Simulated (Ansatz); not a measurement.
Two shapes of singlet C3H4.

Shape 1:

```xyz
7

C     0.0000    0.0000   -1.2389
C     0.0000    0.0000    0.2145
C     0.0000    0.0000    1.4252
H     0.0000   -1.0275   -1.6347
H    -0.8899    0.5138   -1.6347
H     0.8899    0.5138   -1.6347
H     0.0000    0.0000    2.4993
```

Shape 2:

```xyz
7

C     0.0000    0.0000   -1.1398
C     0.0000    0.0000    0.1973
C     0.0000    0.0000    1.3112
H     0.0000   -0.9454   -1.5039
H    -0.8187    0.4727   -1.5039
H     0.8187    0.4727   -1.5039
H     0.0000    0.0000    2.2994
```

Basis set: cc-pVDZ (spherical functions). Correlated methods keep 3 orbitals frozen. Charge 0, multiplicity 1.

Computed with Ansatz (development build ahead of 0.2.0); each method stands on the lowest determinant of its kind that the runs found.

(1) Which shape is lower in energy, and by how much in each method?

Answers

(1)

```
 method  E(2) − E(1) (eV)
    RHF             1.358
RHF-MP2             1.891
```

Shape 1 is lower. Caution: no unrestricted run beside it, a lower state can exist.
